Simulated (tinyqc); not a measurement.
Worked calculation: RHF in the sto-6g basis, for HF, spin multiplicity 1. One step of it, computed by the program tinyqc.

Problem. Iteration 3: building the Fock matrix. J_ij = sum D_kl (ij|kl), K_ij = sum D_kl (ik|jl); F = H + J - 0.5 K; E = tr D H + tr D J / 2 - 0.25 tr D K + E_nn.

D after iteration 2:
```
            1F 1s      1F 2s     1F 2px     1F 2py     1F 2pz      2H 1s
1F 1s    2.111872  -0.482674  -0.002526   0.002755   0.064444  -0.003326
1F 2s   -0.482674   2.108360   0.016642  -0.018155  -0.383566  -0.110725
1F 2px  -0.002526   0.016642   1.999339   0.000721   0.028076  -0.037139
1F 2py   0.002755  -0.018155   0.000721   1.999214  -0.030627   0.040514
1F 2pz   0.064444  -0.383566   0.028076  -0.030627   1.060337   0.758926
2H 1s   -0.003326  -0.110725  -0.037139   0.040514   0.758926   0.560758
```

core Hamiltonian H = T + V (hartree):
```
             1F 1s       1F 2s     1F 2px     1F 2py     1F 2pz      2H 1s
1F 1s   -40.940993   -9.129081   0.000000   0.000000  -0.012746  -1.560431
1F 2s    -9.129081  -10.907479   0.000000   0.000000  -0.147447  -3.368514
1F 2px    0.000000    0.000000  -8.708265   0.000000   0.000000   0.000000
1F 2py    0.000000    0.000000   0.000000  -8.708265   0.000000   0.000000
1F 2pz   -0.012746   -0.147447   0.000000   0.000000  -8.797291  -2.268142
2H 1s    -1.560431   -3.368514   0.000000   0.000000  -2.268142  -4.987900
```

Two-electron integrals (ij|kl) in chemists' order, unique and non-zero (hartree):
```
(11|11) 5.406240   (21|11) 0.768129   (21|21) 0.138909   (22|11) 1.266271
(22|21) 0.283987   (22|22) 0.926367   (31|31) 0.029452   (32|31) 0.044681
(32|32) 0.204753   (33|11) 1.266273   (33|21) 0.283987   (33|22) 0.926366
(33|33) 0.998085   (41|41) 0.029452   (42|41) 0.044681   (42|42) 0.204753
(43|43) 0.053789   (44|11) 1.266273   (44|21) 0.283987   (44|22) 0.926366
(44|33) 0.890506   (44|44) 0.998085   (51|51) 0.029452   (52|51) 0.044681
(52|52) 0.204753   (53|53) 0.053789   (54|54) 0.053789   (55|11) 1.266273
(55|21) 0.283987   (55|22) 0.926366   (55|33) 0.890506   (55|44) 0.890506
(55|55) 0.998085   (61|11) 0.139075   (61|21) 0.024108   (61|22) 0.048211
(61|33) 0.048129   (61|44) 0.048129   (61|51) 0.001047   (61|52) 0.002046
(61|55) 0.048376   (61|61) 0.004254   (62|11) 0.347763   (62|21) 0.079144
(62|22) 0.287506   (62|33) 0.283452   (62|44) 0.283452   (62|51) 0.005732
(62|52) 0.042999   (62|55) 0.295613   (62|61) 0.013736   (62|62) 0.109840
(63|31) 0.008843   (63|32) 0.050454   (63|53) 0.008999   (63|63) 0.016216
(64|41) 0.008843   (64|42) 0.050454   (64|54) 0.008999   (64|64) 0.016216
(65|11) 0.234616   (65|21) 0.054154   (65|22) 0.210327   (65|33) 0.201369
(65|44) 0.201369   (65|51) 0.012281   (65|52) 0.080293   (65|55) 0.228243
(65|61) 0.009813   (65|62) 0.098631   (65|65) 0.104170   (66|11) 0.501447
(66|21) 0.116269   (66|22) 0.485313   (66|33) 0.468884   (66|44) 0.468884
(66|51) 0.010752   (66|52) 0.112092   (66|55) 0.518171   (66|61) 0.020337
(66|62) 0.238123   (66|65) 0.248044   (66|66) 0.774999
```

nuclear repulsion = 4.64643405 hartree

Give: Coulomb J; exchange K; Fock matrix F; total energy of this density.

Solution.

Coulomb J (hartree):
```
          1F 1s    1F 2s  1F 2px   1F 2py   1F 2pz    2H 1s
1F 1s   20.3108   3.6532  0.0007  -0.0007  -0.0071   0.6376
1F 2s    3.6532   9.5670  0.0028  -0.0031   0.0239   2.9376
1F 2px   0.0007   0.0028  9.5787   0.0001   0.0024   0.0009
1F 2py  -0.0007  -0.0031  0.0001   9.5787  -0.0026  -0.0010
1F 2pz  -0.0071   0.0239  0.0024  -0.0026   9.5434   2.1491
2H 1s    0.6376   2.9376  0.0009  -0.0010   2.1491   5.0679
```

exchange K (hartree):
```
          1F 1s    1F 2s   1F 2px   1F 2py   1F 2pz    2H 1s
1F 1s   11.1154   1.7670   0.0001  -0.0001   0.0020   0.3326
1F 2s    1.7670   3.0708   0.0056  -0.0061  -0.1003   1.0161
1F 2px   0.0001   0.0056   2.6224   0.0007   0.0187  -0.0067
1F 2py  -0.0001  -0.0061   0.0007   2.6222  -0.0204   0.0073
1F 2pz   0.0020  -0.1003   0.0187  -0.0204   2.1111   0.8148
2H 1s    0.3326   1.0161  -0.0067   0.0073   0.8148   1.0864
```

Fock matrix F (hartree):
```
           1F 1s    1F 2s   1F 2px   1F 2py   1F 2pz    2H 1s
1F 1s   -26.1878  -6.3594   0.0006  -0.0007  -0.0208  -1.0891
1F 2s    -6.3594  -2.8759   0.0000   0.0000  -0.0734  -0.9389
1F 2px    0.0006   0.0000  -0.4407  -0.0003  -0.0070   0.0043
1F 2py   -0.0007   0.0000  -0.0003  -0.4407   0.0076  -0.0047
1F 2pz   -0.0208  -0.0734  -0.0070   0.0076  -0.3094  -0.5264
2H 1s    -1.0891  -0.9389   0.0043  -0.0047  -0.5264  -0.4632
```

total energy of this density = -99.492781 hartree
